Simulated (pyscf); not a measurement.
Thermochemistry of product channels of `[CH3][Cl]` + `[Cl]` [doublet] on the doublet surface, in eV, from CCSD(T)/def2-TZVPP + ΔMP2(QZVPP) energies (ideal gas, 1 atm, RRHO with modes under 100 cm⁻¹ raised to 100, one conformer, R ln 2 for rigid chiral ones). Structures and frequencies: ωB97X-D3(BJ)/def2-SVP in PySCF. MP2 and CC: frozen core, UHF for open shells. ΔMP2 is the change of the MP2 total energy from the triple- to the quadruple-zeta basis.

| products | ΔE | ΔH(298 K) | ΔG(298 K) | ΔG(900 K) |
|---|---|---|---|---|
| `[CH3]` [doublet] + `[Cl][Cl]` | +1.29 | +1.13 | +1.05 | +0.86 |
| `[CH2][Cl]` [doublet] + `[ClH]` | ? | -0.17 | -0.30 | ? |
| `[Cl][CH2][Cl]` + `[H]` [doublet] | +1.11 | +0.90 | +0.93 | ? |

Q: What belongs in the gaps?

A: 
- `[CH2][Cl]` [doublet] + `[ClH]`, ΔE: +0.02
- `[CH2][Cl]` [doublet] + `[ClH]`, ΔG(900 K): -0.60
- `[Cl][CH2][Cl]` + `[H]` [doublet], ΔG(900 K): +0.94

These are energies of the channels, which say nothing of barriers. The CCSD(T) − MP2 part came from Ansatz, without density fitting, on the same reference. Left out: orbital degeneracy and the spin-orbit lowering of Cl.
